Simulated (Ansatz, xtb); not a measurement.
## Relative energy of two isomers of C5H11N

Structure a is `C[C@H]1C[C@H](N)C1`, a singlet and structure b is `CC1(N)CCC1`, a singlet. Both are isolated molecules in the gas phase, relaxed with B3LYP/def2-SVP, each in the lowest conformer that the search found.

a (Å):

```xyz
17

C     0.3361   -0.2521    0.6341
C    -1.0906   -0.0626    0.1270
C    -2.1126   -1.1170    0.6444
C    -2.6166   -0.0954    1.6929
C    -1.9079    1.0314    0.8734
N    -4.0355   -0.0863    1.9680
H     0.8010   -1.1482    0.1902
H     0.3662   -0.3727    1.7303
H     0.9684    0.6148    0.3792
H    -1.0739    0.0521   -0.9691
H    -2.8967   -1.3329   -0.0998
H    -1.7176   -2.0763    1.0162
H    -2.0930   -0.2457    2.6521
H    -4.5638    0.1470    1.1256
H    -4.2707    0.6219    2.6643
H    -2.6239    1.5406    0.2069
H    -1.3417    1.7977    1.4294
```

b (Å):

```xyz
17

C    -1.5003    0.4452    0.0308
C     0.0113    0.5338   -0.1749
C     0.6226   -0.8333   -0.6550
C     1.0231   -1.1396    0.8094
C     0.8066    0.3557    1.1528
N     0.3114    1.7576   -0.8952
H    -1.7786   -0.4438    0.6175
H    -2.0227    0.3790   -0.9396
H    -1.8650    1.3415    0.5564
H     1.3041    1.8068   -1.1262
H    -0.1950    1.7890   -1.7818
H    -0.0509   -1.5410   -1.1663
H     1.5025   -0.6634   -1.2967
H     0.3006   -1.7984    1.3152
H     2.0311   -1.5478    0.9768
H     0.2795    0.6059    2.0873
H     1.7479    0.9278    1.1254
```

Quicker runs give these differences E(b) − E(a): GFN2-xTB −1.2 kcal/mol; HF/STO-3G −0.7 kcal/mol (at GFN2-xTB geometries); r2SCAN-D4/def2-SVP −2.1 kcal/mol (at GFN2-xTB geometries).

Estimate E(b) − E(a) at the level CCSD(T)/def2-SVP + ΔMP2/def2-TZVPP.

Calculated at CCSD(T)/def2-SVP + ΔMP2/def2-TZVPP: E(b) − E(a) = −2.6 kcal/mol, so structure b lies lower.

Level by level:

| level | geometry | E(b) − E(a) (kcal/mol) | departure from the last row (kcal/mol) | job, with rough time for the two |
| --- | --- | --- | --- | --- |
| GFN2-xTB | GFN2-xTB | −1.2 | +1.4 | optimisation, 0.16 s |
| HF/STO-3G | GFN2-xTB | −0.7 | +1.9 | single point, 0.36 s |
| r2SCAN-D4/def2-SVP | GFN2-xTB | −2.1 | +0.5 | single point, 2.9 s |
| B3LYP/def2-SVP | B3LYP/def2-SVP | −1.2 | +1.4 | optimisation, 39 s |
| HF/def2-SVP | B3LYP/def2-SVP | −1.2 | +1.4 | part of the CCSD(T) run |
| MP2/def2-SVP | B3LYP/def2-SVP | −3.0 | −0.3 | part of the CCSD(T) run |
| CCSD(T)/def2-SVP | B3LYP/def2-SVP | −2.7 | −0.1 | single point |
| CCSD(T)/def2-SVP + ΔMP2/def2-TZVPP | B3LYP/def2-SVP | −2.6 |  | single point, 41 s |

As drawn, both hold the same kinds of bond in the same numbers.

The levels shown agree on the order. The largest departure from CCSD(T)/def2-SVP + ΔMP2/def2-TZVPP is that of HF/STO-3G, 1.9 kcal/mol. The last row adds to CCSD(T) the change of the MP2 difference between the two basis sets, here +0.1 kcal/mol.

With thermal terms from frequencies at re-optimised GFN2-xTB minima (ideal gas, soft modes damped towards free rotors, one conformer each, 298.15 K, 1 atm): the zero-point term adds −0.2 kcal/mol; ΔH is −2.8 and ΔG −2.7 kcal/mol.

The correlated steps freeze 6 core orbitals. Mirror images aren't counted in ΔG. Codes used: Ansatz 0.2.0, xtb 6.7.1; the last row on 2 threads of Intel(R) Xeon(R) 6975P-C (Granite Rapids) on a shared host.
